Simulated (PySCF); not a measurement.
CH2O2, SMILES O=CO (connectivity only; charge and spin as stated), charge +1, multiplicity 2.

Coordinates come from a B3LYP-D3(BJ)/def2-TZVP optimisation. The multiplicity is an assumed one; other spin states were not compared. One conformer was computed; it need not be the lowest.

Level of theory: TDA-PBE/def2-SVPD in PySCF.

Vertical excitations. The molecule is in vacuum.

Computed UV-visible absorptions:
```csv
state,energy (eV),λ (nm),f,main pairs
root 1,1.31,945,0.000,β HOMO→LUMO 100 %
root 2,2.48,499,0.003,β HOMO−1→LUMO 99 %
root 3,4.52,275,0.001,β HOMO−2→LUMO 99 %
root 4,5.53,224,0.009,β HOMO−3→LUMO 97 %
root 5,6.26,198,0.000,"α HOMO→LUMO 46 %, β HOMO→LUMO+1 54 %"
root 6,6.62,187,0.021,"α HOMO→LUMO 7 %, β HOMO−4→LUMO 87 %"
root 7,7.39,168,0.000,"α HOMO−2→LUMO 25 %, α HOMO−1→LUMO 14 %, β HOMO−1→LUMO+1 60 %"
root 8,7.71,161,0.000,"α HOMO−1→LUMO 79 %, α HOMO−2→LUMO 18 %"
root 9,8.13,152,0.005,"α HOMO−2→LUMO 57 %, β HOMO−1→LUMO+1 37 %"
root 10,8.76,142,0.004,"α HOMO−3→LUMO 49 %, β HOMO−2→LUMO+1 48 %"
```
Unrestricted roots are not spin-pure.
